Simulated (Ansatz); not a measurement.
Rock-salt HfC: TO phonon frequency at X by level of theory

No measured value is used here.

| level (code) | value (cm⁻¹) | cell (Å³/atom) |
|---|---|---|
| LDA (Ansatz) | 516 | 11.95 |
| BLYP (Ansatz) | ___ | 12.98 |
| PBE (Ansatz) | 486 | 12.58 |
| PBEsol (Ansatz) | 506 | 12.22 |
| revPBE (Ansatz) | 479 | 12.74 |
| RPBE (Ansatz) | 476 | 12.80 |
| PBE-D3(BJ) (Ansatz) | 504 | 12.32 |
| r²SCAN (Ansatz) | 489 | 12.49 |
| r²SCAN+SOC (Ansatz) | ___ | 12.46 |
| r²SCAN+rVV10 (Ansatz) | ___ | 12.41 |

Question: Complete the blanks.

Answer: 
- BLYP (Ansatz, an electronic-structure program), value (cm⁻¹): 457
- r²SCAN+SOC (Ansatz), value (cm⁻¹): 492
- r²SCAN+rVV10 (Ansatz), value (cm⁻¹): 496

Density-functional levels without +SOC have no spin–orbit coupling. PBE-D3(BJ): the dispersion coefficients are held fixed in the derivatives. Each level is taken at its own relaxed cell. Cutoffs differ between the levels. Ansatz's density-functional and Hartree–Fock values are scalar-relativistic unless marked +SOC, with PAW data made under PBE.
